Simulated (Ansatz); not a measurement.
Antiferromagnetic (type II) rock-salt MnS: cohesive energy by level of theory

No measured value is used here.

```tsv
level (code)	value (eV/atom)	cell (Å³/atom)
LDA (Ansatz)	4.92	15.00
PBE (Ansatz)	4.01	16.89
PBEsol (Ansatz)	4.45	15.92
r²SCAN (Ansatz)	4.17	17.26
HSE06 (Ansatz)	3.86	17.63
PBE0 (Ansatz)	3.86	17.64
```

Spin-polarised runs: LDA (opposed moments), PBE (opposed moments), PBEsol (opposed moments), r²SCAN (opposed moments), HSE06 (opposed moments), PBE0 (opposed moments). HSE06, PBE0: the free atom's electronic state is in doubt. Each level is taken at its own relaxed cell. Cutoffs and k meshes differ between the levels. Ansatz's density-functional and Hartree–Fock values are scalar-relativistic unless marked +SOC, with PAW data made under PBE.

Ansatz is a program for electronic structure.
